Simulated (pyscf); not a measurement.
`[OH][InH][OH]` → `[OH][In]` [singlet] + `[OH2]` (1,1-elimination; singlet surface; In–O, H–In broken, H–O formed). PySCF, gas phase, ωB97X-D3(BJ)/def2-SVP geometries. Correlated levels are frozen-core, on RHF or UHF. ΔMP2 is the change of the MP2 total energy from the triple- to the quadruple-zeta basis. Energies in kcal/mol from the reactant's lowest minimum found.

```tsv
level	barrier	reaction energy
ωB97X-D3(BJ)/def2-TZVP	46.5	-4.1
PBE/def2-TZVP	___	-10.3
r²SCAN/def2-TZVP	37.4	-6.2
PBE0-D3(BJ)/def2-TZVP	40.0	-8.8
MP2/def2-QZVPP	41.4	-10.6
CCSD/def2-TZVPP	47.0	-10.2
CCSD(T)/def2-TZVPP + ΔMP2(QZVPP)	___	___
```

What belongs in the gaps?


- PBE/def2-TZVP, barrier: 32.7
- CCSD(T)/def2-TZVPP + ΔMP2(QZVPP), barrier: 42.7
- CCSD(T)/def2-TZVPP + ΔMP2(QZVPP), reaction energy: -9.5

On the product side the descent ends in a bound adduct (not fully relaxed), 14.3 kcal/mol under the separated species and 64.9 kcal/mol under the saddle at ωB97X-D3(BJ)/def2-TZVP. This is the saddle that the search found; another between the same sides may lie lower. The CCSD(T) − MP2 part came from Ansatz, without density fitting, on the same reference. The frozen core leaves the outer d or s,p core shells of the metals and heavy elements correlated in the MP2 and CC values, and def2-TZVPP describes them poorly, which can shift differences by a few kcal/mol. Elements past Kr carry the def2 core potentials, without spin-orbit coupling.
